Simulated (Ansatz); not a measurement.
Reaction (SMILES): FOF + H+ → [OH+](F)F
B3LYP-D3(BJ)/def2-TZVP geometries, fixed; electronic energies without zero-point terms; positive where energy is released.

Basis-set convergence of the proton affinity at PBE0 with Ansatz (a quantum-chemistry and plane-wave program). Cartesian d functions, on some or all atoms, in 6-31G*, 6-31+G*; all else is spherical. The program fits the integrals of some runs and decomposes those of others, by size. The proton sits at the site shown, which need not be the one that binds it best. No added dispersion term, no relativity. Functions are those of the species that has most. Reference: the value in pcseg-4, 115.13 kcal/mol, itself unsure by roughly 0.10 kcal/mol (its mean distance from aug-pcseg-3, aug-cc-pVQZ, cc-pV5Z). Deviations are taken from unrounded values.

| basis | functions | proton affinity (kcal/mol) |
|---|---|---|
| 6-31G* | 47 | 114.50 |
| 6-31+G* | 59 | 108.45 |
| cc-pVDZ | 47 | 113.52 |
| aug-cc-pVDZ | 78 | 112.88 |
| def2-SVP | 47 | 113.35 |
| def2-SVPD | 77 | 111.56 |
| pcseg-1 | 47 | 107.81 |
| aug-pcseg-1 | 78 | 111.55 |
| 6-311G** | 60 | 112.95 |
| 6-311+G** | 72 | 110.07 |
| def2-TZVP | 99 | 113.98 |
| def2-TZVPD | 129 | 114.08 |
| cc-pVTZ | 104 | 115.89 |
| aug-cc-pVTZ | 161 | 114.77 |
| pcseg-2 | 104 | 114.12 |
| aug-pcseg-2 | 161 | 114.73 |
| def2-TZVPP | 107 | 114.90 |
| def2-TZVPPD | 137 | 114.78 |
| cc-pVQZ | 195 | 115.75 |
| aug-cc-pVQZ | 286 | 115.06 |
| def2-QZVPP | 201 | 115.34 |
| def2-QZVPPD | 231 | 115.06 |
| pcseg-3 | 213 | 115.22 |
| aug-pcseg-3 | 304 | 115.07 |

What the diffuse functions change, pair by pair:
- 6-31G* to 6-31+G*: 12 more functions, deviation -0.63 to -6.68 kcal/mol
- cc-pVDZ to aug-cc-pVDZ: 31 more functions, deviation -1.60 to -2.25 kcal/mol
- def2-SVP to def2-SVPD: 30 more functions, deviation -1.77 to -3.57 kcal/mol
- pcseg-1 to aug-pcseg-1: 31 more functions, deviation -7.32 to -3.58 kcal/mol
- 6-311G** to 6-311+G**: 12 more functions, deviation -2.18 to -5.06 kcal/mol
- def2-TZVP to def2-TZVPD: 30 more functions, deviation -1.15 to -1.04 kcal/mol
- cc-pVTZ to aug-cc-pVTZ: 57 more functions, deviation 0.76 to -0.36 kcal/mol
- pcseg-2 to aug-pcseg-2: 57 more functions, deviation -1.00 to -0.40 kcal/mol
- def2-TZVPP to def2-TZVPPD: 30 more functions, deviation -0.23 to -0.35 kcal/mol
- cc-pVQZ to aug-cc-pVQZ: 91 more functions, deviation 0.62 to -0.06 kcal/mol
- def2-QZVPP to def2-QZVPPD: 30 more functions, deviation 0.22 to -0.07 kcal/mol
- pcseg-3 to aug-pcseg-3: 91 more functions, deviation 0.09 to -0.06 kcal/mol

They bring the value nearer the reference by more than 0.10 kcal/mol in 6 of 12 pairs.
